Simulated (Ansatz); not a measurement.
Z-matrix (Å, degrees):
```
Si
C 1 1.869
H 1 1.488 2 109.8
H 1 1.483 2 109.7 3 -120.8
H 1 1.488 2 109.9 3 118.4
C 2 1.302 1 122.1 3 120.8
H 2 1.098 1 118.2 3 -59.3
H 6 1.082 2 139.4 1 179.9
```

Charge 0, multiplicity 2.

Q: List the CAM-B3LYP/def2-TZVPP orbital energies in eV (Ansatz). (An estimate is asked.)

A: Ansatz gave: α occupied: -1800.91, -279.75, -278.92, -145.50, -100.83, -100.82, -100.81, -23.36, -18.11, -16.15, -14.87, -11.90, -11.46, -11.13, -9.62, -8.01. α empty: 0.73, 1.76, 2.35, 2.74, 2.82, 3.01, 3.83, 5.38. β occupied: -1800.90, -279.33, -278.96, -145.49, -100.81, -100.81, -100.80, -22.88, -17.62, -15.84, -14.43, -11.45, -11.40, -11.10, -9.40. β empty: -0.87, 1.06, 1.78, 2.36, 2.73, 2.96, 3.07, 3.90. ⟨S²⟩ = 0.761.
